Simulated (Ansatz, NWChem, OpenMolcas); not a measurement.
# SiH3F (SMILES F[SiH3]): the electronic atomisation energy, rung by rung

SiH3F: 5 atoms, total charge 0, spin state singlet. SMILES: `F[SiH3]`. The coordinates come from a PBE0-D4/def2-TZVP relaxation.

Quantity: the electronic atomisation energy, in eV. The values are calculated. Electronic energies at fixed atoms, without zero-point motion or spin-orbit coupling.

```
              level                    kind     program  value (eV)
      HF/def2-TZVPP            Hartree–Fock  OpenMolcas       12.79
   SVWN5/def2-TZVPP                     LDA      Ansatz       18.14
    BLYP/def2-TZVPP                     GGA      Ansatz       16.24
    TPSS/def2-TZVPP                meta-GGA  OpenMolcas       16.74
  r2SCAN/def2-TZVPP                meta-GGA      Ansatz       16.40
   B3LYP/def2-TZVPP           global hybrid      Ansatz       16.37
   HSE06/def2-TZVPP  range-separated hybrid      Ansatz       16.06
PBE-QIDH/def2-TZVPP           double hybrid      Ansatz       16.20
     MP2/def2-TZVPP     perturbation theory      NWChem       16.29
    CCSD/def2-TZVPP   coupled cluster or CI      NWChem       16.06
```

The values span 12.79 to 18.14 eV.
